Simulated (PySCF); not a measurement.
## Proton affinity of 2,3-butanedione, site by site

System: 2,3-butanedione, `CC(=O)C(C)=O` (C4H6O2). Optimised structure (Å), atoms numbered from 1:
```
C     1.9270   -0.2655    0.2495
C     0.6458    0.1656   -0.3940
O     0.5677    0.7372   -1.4542
C    -0.6450   -0.1658    0.3853
C    -1.9265    0.2644   -0.2583
O    -0.5670   -0.7355    1.4465
H     2.0046    0.1626    1.2602
H     2.7774    0.0433   -0.3697
H     1.9266   -1.3582    0.3848
H    -1.9296    1.3582   -0.3849
H    -2.0001   -0.1561   -1.2724
H    -2.7771   -0.0514    0.3568
```

Level of theory: ωB97X-D3(BJ)/def2-TZVP single points in PySCF, grid level 2; every species was optimised with PBE0-D3(BJ)/def2-SVP. Zero-point and thermal terms (298.15 K, 1 bar) come from unscaled PBE0-D3(BJ)/def2-SVP harmonic frequencies, with soft modes damped to free rotors in the entropy.

```jsonl
{"site": "O3 (carbonyl oxygen)", "product": "CC(=O)C(C)=[OH+]", "PA / eV": "8.04", "GB / eV": "7.72"}
```

PA is −ΔH and GB is −ΔG of B + H⁺ → BH⁺ in the gas phase. Sites whose products fell apart, merged with another or lost in a GFN2-xTB screen aren't listed.

In DMF the product from O3 is solvated 2.58 eV more strongly than the parent (electrostatics only).

Proton affinity (−ΔH), Gas-phase basicity (−ΔG): the gap is larger than usual, and may come from another state, site, conformer or species, from the functional or basis, or from an outlying measurement.

Measured values (NIST Chemistry WebBook, evaluated or the median of agreeing entries): proton affinity (−ΔH) 802 kJ/mol (computed 776, difference -26); gas-phase basicity (−ΔG) 770 kJ/mol (computed 745, difference -25).

Run with `OMP_NUM_THREADS=1 python redox_run.py task.json out` on 1 thread of Arm Neoverse V2, a shared host. Structures, frequencies and single points: 12 min of wall time.
